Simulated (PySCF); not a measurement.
**Adding and removing an electron: SiP**

PBEsol; PySCF, no relativity, basis sets Si def2-TZVPPD, P def2-TZVPPD. Neutral (UKS): doublet (π ↑), Re = 2.088 Å, ωe = 610 cm⁻¹, De = 4.23 eV, HOMO -5.88 eV, LUMO -5.67 eV.

SiP⁻ (UKS): singlet (closed shell), Re = 2.015 Å, ωe = 677 cm⁻¹, De = 5.88 eV to Si⁻ + P. The energies at the minima are -629.35776 hartree for SiP and -629.46428 for SiP⁻.

Question: Work out the adiabatic electron affinity, without and with harmonic zero-point energies (1 hartree = 27.2114 eV, 1 eV = 8065.5 cm⁻¹), and the change of the bond length.

Answer: At PBEsol: 0.10652 hartree = 2.899 eV between the minima; the zero-point term (610.0 − 677.0)/2 cm⁻¹ = -0.004 eV makes it 2.894 eV. Re changes by -7.3 pm against the neutral. The electron enters a π orbital; the charge polarises the partner, so the anion is bound more strongly.

For an ion De counts to the pair picked by the measured ionisation energies or electron affinities, which need not be the lowest pair at this level. States were picked by a PBE0 search and need not be the measured ground states.
